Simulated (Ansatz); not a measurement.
Reaction (SMILES): [SH] (SH) → [SH-] (an electron is taken up)
B3LYP-D3(BJ)/def2-TZVP geometries, fixed; electronic energies without zero-point terms; positive where energy is released.

Basis-set convergence of the adiabatic electron affinity at B3LYP with Ansatz (a quantum-chemistry and plane-wave program). Cartesian d functions, on some or all atoms, in 6-311+G**; all else is spherical. The program fits the integrals of some runs and decomposes those of others, by size. Open shells are unrestricted. No added dispersion term, no relativity. Functions are those of the species that has most. Reference: the value in aug-cc-pV(5+d)Z, 2.331 eV, itself unsure by roughly 0.001 eV (its mean distance from aug-pcseg-3, aug-cc-pV(Q+d)Z, def2-QZVPPD). Deviations are taken from unrounded values.

```
basis              functions  adiabatic electron affinity (eV)  minus reference (eV)
-----------------  ---------  --------------------------------  --------------------
STO-3G                    10                            -4.426                -6.757
6-31G                     15                             1.896                -0.435
cc-pV(D+d)Z               28                             1.527                -0.804
6-311+G**                 37                             2.339                 0.008
pcseg-2                   48                             2.088                -0.243
def2-TZVPD                55                             2.335                 0.004
def2-TZVPP                56                             1.973                -0.358
6-311++G(3df,3pd)         65                             2.323                -0.009
def2-TZVPPD               68                             2.336                 0.005
aug-cc-pV(T+d)Z           78                             2.333                 0.002
cc-pV(Q+d)Z               94                             2.138                -0.193
pcseg-4                  166                             2.312                -0.020
aug-cc-pV(5+d)Z          216                             2.331                 0.000
```

The smallest set listed that lies within 0.1 eV of the reference with all its larger relatives (same family, alike in diffuse functions; a set with none counts only in the reference's own line) is 6-311+G** (37 functions, 0.008 eV off). Inside, with no larger relative to test it: pcseg-4. (Relatives not listed, tested too: 6-311++G(2d,2p) 0.005, def2-QZVPPD 0.001, aug-cc-pV(Q+d)Z 0.000 eV.)
